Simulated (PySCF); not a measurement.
Below is a simulated gas-phase C 1s photoelectron spectrum of `C=CC[CH-]C#N`.

Every computed line was given a Gaussian of 0.5 eV full width at half maximum and an area set by the number of equivalent atoms; the highest printed point is 100. Theory: delta-SCF UKS SCAN, pcX-2 on the ionised atom, pcseg-1 elsewhere, spin-free X2C in PySCF 2.14.0.

binding energy (eV), intensity and a bar:
```
    283.2          0 
    283.3          1 
    283.4          3 #
    283.5          9 ###
    283.6         21 ######
    283.7         37 ###########
    283.8         54 ################
    283.9         62 ##################
    284.0         57 #################
    284.1         42 ############
    284.2         25 #######
    284.3         12 ####
    284.4          7 ##
    284.5          8 ##
    284.6         17 #####
    284.7         33 ##########
    284.8         53 ################
    284.9         72 ######################
    285.0         85 #########################
    285.1         92 ############################
    285.2         97 #############################
    285.3        100 ##############################
    285.4        100 ##############################
    285.5         96 #############################
    285.6         85 #########################
    285.7         69 #####################
    285.8         53 ################
    285.9         46 ##############
    286.0         50 ###############
    286.1         59 ##################
    286.2         63 ###################
    286.3         56 #################
    286.4         40 ############
    286.5         23 #######
    286.6         11 ###
    286.7          4 #
    286.8          1 
    286.9          0
```

Question: How many maxima does the curve show, and how many computed lines lie under it?

Answer: The curve has 3 maxima (at 283.9, 285.4 and 286.2 eV). Under it lie 5 lines from 5 inequivalent carbon sites. At this width some lines have no maximum of their own.

Question: Decompose the envelope and assign each component. Numbering: `[CH2:1]=[CH:2][CH2:3][CH-:4][C:5]#[N:6]`.

Answer: 
```tsv
position (eV)	relative area	line	atoms	environment
283.91	1	C 1s	C4	carbon bonded to 2 C and H
284.94	1	C 1s	C1	terminal =CH2 carbon
285.29	1	C 1s	C5	carbon bonded to C and N
285.60	1	C 1s	C2	alkene CH carbon
286.20	1	C 1s	C3	allylic carbon
```

The listed C 1s values span 2.29 eV, from C4 (bonded to 2 C and H) to C3 (bonded to 2 C and 2 H). Summing the Pauling electronegativity differences to the bonded atoms, each weighted by its formal bond order, gives -0.35 for the lowest site and -0.70 for the highest; the largest sum, +1.47, belongs to C5, 0.91 eV below the top. The smallest sum, -0.70, belongs to C1, 1.03 eV above the lowest.

Shake-up satellites, vibrational structure and lifetime widths aren't simulated. The species carries charge -1, so core ionisation leaves a neutral species. The basis sets have no added diffuse functions. Geometry: GFN2-xTB, one conformer, isolated ion.

Shape of the structure used: `[CH2:1]=[CH:2][CH2:3][CH-:4][C:5]#[N:6]`: C1–C2–C3–C4 100°, C2–C3–C4–C5 88°.
